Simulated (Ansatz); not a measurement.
Mg₂Si, relaxed as a triplet with UKS B3LYP-D4/def2-TZVP in Ansatz, starting from the B3LYP-D4/def2-TZVP geometry of the neutral singlet. Force threshold 0.02 eV/Å.

Another isomer (singlet) lies 0.06 eV lower at PBE0-D4/def2-TZVP.

Start:

```
atom   x (Å)   y (Å)   z (Å)
 Mg1  -0.894  -0.088  -1.626
 Mg2   1.027  -1.013   1.170
 Si3  -0.133   1.101   0.456
```

```tsv
step	energy (eV)	largest force component (eV/Å)	SCF passes
1	-18766.0575	0.527	40
2	-18766.0743	0.114	46
3	-18766.0903	0.087	44
4 (rejected)	-18766.0583	0.277	46
5	-18766.1031	0.020	45
6	-18766.1032	0.011	39
```

Force components are those of the run's own axes.

End:

```xyz
3

Mg   -0.9064   -0.1153   -1.6650
Mg    1.0481   -1.0569    1.1796
Si   -0.1417    1.1722    0.4853
```

By distances, no bond broke or formed. The bond that changes most is Mg2–Si3, from 2.52 to 2.62 Å (atoms count from 1).

No frequencies were taken in this run, so the end may be a saddle point.

Run time 12 s (4 threads of Arm Neoverse V1 on a shared host).
